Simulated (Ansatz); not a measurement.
Geometry optimisation, UKS PBE0/def2-SVP (Ansatz 0.2.0).

Input:

```yaml
crystal:
  periodic: [false, false, false]
  atoms:
    - { symbol: Cl, position_ang: [0.810111, 0.09576, 1.77149] }
    - { symbol: Si, position_ang: [-0.280023, -0.802198, 0.200402] }
    - { symbol: C, position_ang: [-0.426042, 0.402255, -1.214841] }
    - { symbol: H, position_ang: [2.432308, 1.569003, 3.233056] }
    - { symbol: H, position_ang: [0.45691, -2.032955, -0.202819] }
    - { symbol: H, position_ang: [-1.616877, -1.173271, 0.744182] }
    - { symbol: H, position_ang: [-0.964748, 1.309445, -0.903808] }
    - { symbol: H, position_ang: [0.568275, 0.696096, -1.582392] }
    - { symbol: H, position_ang: [-0.980113, -0.064135, -2.045269] }
magnetization:
  spin_polarized: true
  initial_magnetization: 1
basis:
  gaussian: { orbitals: def2-SVP }
hamiltonian:
  xc: pbe0
relax:
  f_tol: 0.03
  max_steps: 50
```

Launched with:

```bash
$ ansatz run input.yaml --threads 2 --pin off --max-ram 3072MiB --backend cpu --events-out ev --progress --plain --runs-dir out
```

Where does it end, and by what steps?

The run converged. The force dipped under the threshold on the way, but the program's further checks kept it going. After 7 steps the energy has fallen by 0.042 eV; H4 moved furthest, 0.82 Å.

```tsv
step	energy less start (eV)	largest force component (eV/Å)	accepted
0	0.0000	0.453	yes
1	-0.0136	0.127	yes
2	-0.0281	0.097	yes
3	-0.0367	0.031	yes
4	-0.0399	0.027	yes
5	-0.0414	0.020	yes
6	-0.0416	0.009	yes
7	-0.0418	0.014	yes
```

```xyz
9
Properties=species:S:1:pos:R:3
Cl 0.708 -0.013 1.707
Si -0.346 -0.859 0.128
C -0.469 0.372 -1.269
H 2.906 1.951 3.776
H 0.384 -2.088 -0.296
H -1.696 -1.236 0.637
H -0.994 1.282 -0.944
H 0.532 0.658 -1.627
H -1.025 -0.067 -2.113
```

Time of the run: 14 s on 2 threads of Intel(R) Xeon(R) Platinum 8488C (Sapphire Rapids), with other jobs on the host, peak memory 0.22 GiB.
